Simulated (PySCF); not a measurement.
Method: PySCF energies plus ideal-gas RRHO corrections (1 bar). Table values come from the NASA 1993 polynomials. 6-31G* has spherical d functions here. Open shells (unrestricted): AlS (multiplicity 2). B3LYP is the form with VWN-RPA correlation. The harmonic model lacks anharmonicity and excited electronic states, which grow with temperature; levels with a mode under 35 cm⁻¹ are left out. The table's entry may be an old estimate for AlS (not checked at source).

Harmonic frequencies at B3LYP/6-31G* (cm⁻¹): 592. Point group C∞v; S°(298 K) = 230.9 J/mol/K at this level.

Question: Work out Cp and S° of gaseous AlS at 500, 800, 1200, 1600, 2000 K from these, and set them beside the table.

Answer: 
```tsv
T (K)	Cp B3LYP/6-31G*	Cp table	S° B3LYP/6-31G*	S° table
500	35.7	35.8	248.8	248.5
800	36.7	37.4	265.9	265.7
1200	37.1	41.3	280.8	281.5
1600	37.2	44.6	291.5	293.9
2000	37.3	46.3	299.8	304.0
```
Units J/mol/K.
